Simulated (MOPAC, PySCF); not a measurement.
Species: H2OCl (charge +1, singlet). SMILES: Cl[OH2+]
Coordinates optimised at B3LYP-D3(BJ)/def2-TZVP (Ansatz):
```
O
H 1 0.9855
H 1 0.9855 2 111.16
Cl 1 1.7467 2 110.24 3 122.56
```
Charge +1, spin multiplicity 1.

Unscaled harmonic wavenumbers (cm⁻¹) in rising order, each level at the stationary point that it reaches from this structure (no distance between atoms moves by over 0.3 Å); the order of modes can differ between levels, and a negative number is imaginary. B3LYP-D3(BJ)/def2-TZVP (PySCF, at the structure above): 661, 826, 1034, 1596, 3509, 3591.

AM1 (MOPAC): 891, 1037, 1114, 1618, 3021, 3151. Zero-point energy 15.5 against 16.0 kcal/mol; where all levels lie over 400 cm⁻¹, the wavenumbers are on average 1.072 times those of B3LYP-D3(BJ)/def2-TZVP.

PM6 (MOPAC): 765, 1046, 1105, 1393, 2418, 2529. Zero-point energy 13.2 against 16.0 kcal/mol; where all levels lie over 400 cm⁻¹, the wavenumbers are on average 0.960 times those of B3LYP-D3(BJ)/def2-TZVP.

PM7 (MOPAC): 708, 994, 1035, 1334, 2530, 2661. Zero-point energy 13.2 against 16.0 kcal/mol; where all levels lie over 400 cm⁻¹, the wavenumbers are on average 0.929 times those of B3LYP-D3(BJ)/def2-TZVP.
